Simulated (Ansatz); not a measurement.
# SiH2O2 (SMILES O[Si]O): single points off equilibrium

The task here is to estimate one member of a computed series from the others.

Program: Ansatz 0.2.0, Gaussian basis. Level of theory: single points in def2-TZVPP. These are calculated values, not measurements.

Correlated methods freeze the cores.

### Starting geometry

SMILES `O[Si]O`, 5 atoms, charge 0, spin multiplicity 1.

Atoms are counted from 1 here; the program's logs count them from 0.

Bond lengths: O1–Si2 1.680 Å, O1–H4 0.730 Å, Si2–O3 1.842 Å, O3–H5 1.031 Å. Angles: Si2–O1–H4 134.7°, O1–Si2–O3 89.6°, Si2–O3–H5 111.0°.

Coordinates:

```xyz
5

O    -1.3418    0.0185   -0.3209
Si   -0.2519   -0.8546    0.6135
O     1.1070    0.2463    0.0366
H    -1.3278    0.6685   -0.6528
H     1.9830    0.0467    0.5413
```

Set-up of the first run:

The input, run/in.yaml:

```yaml
crystal:
  periodic: [false, false, false]
  atoms:
    - {symbol: O, position_ang: [-1.341800, 0.018500, -0.320900]}
    - {symbol: Si, position_ang: [-0.251900, -0.854600, 0.613500]}
    - {symbol: O, position_ang: [1.107000, 0.246300, 0.036600]}
    - {symbol: H, position_ang: [-1.327800, 0.668500, -0.652800]}
    - {symbol: H, position_ang: [1.983000, 0.046700, 0.541300]}
basis:
  gaussian: {orbitals: def2-TZVPP}
correlation: {method: ccsd_t}
output: {forces: true}
```

No record of the launch command was kept for these runs.

Steps of the session up to this table: CCSD(T)/def2-TZVPP; PBE0-D4/def2-TZVPP; wB97M-V/def2-TZVPP; r2SCAN-D4/def2-TZVPP; PBE-D4/def2-TZVPP; BHLYP-D4/def2-TZVPP; LC-wPBE/def2-TZVPP.

One table of the session follows, with a row left open; its other results are not shown here.

| method | RMS force component (eV/Å) | angle to CCSD(T) forces (°) | dipole (D) |
| --- | --- | --- | --- |
| CCSD(T) | 10.916 | reference | 1.28 |
| PBE0-D4 | 10.919 | 0.4 | 1.25 |
| wB97M-V | 10.881 | 0.3 | 1.34 |
| r2SCAN-D4 | 10.870 | 0.3 | 1.15 |
| PBE-D4 | 10.949 | 1.7 | 1.14 |
| BHLYP-D4 | 10.810 | 1.7 | 1.43 |
| LC-wPBE | ? | ? | ? |

Estimate the missing values for LC-wPBE.

**Answer.** RMS force component (eV/Å): 10.988; angle to CCSD(T) forces (°): 0.6; dipole (D): 1.26. In the column «RMS force component (eV/Å)» it is the highest.
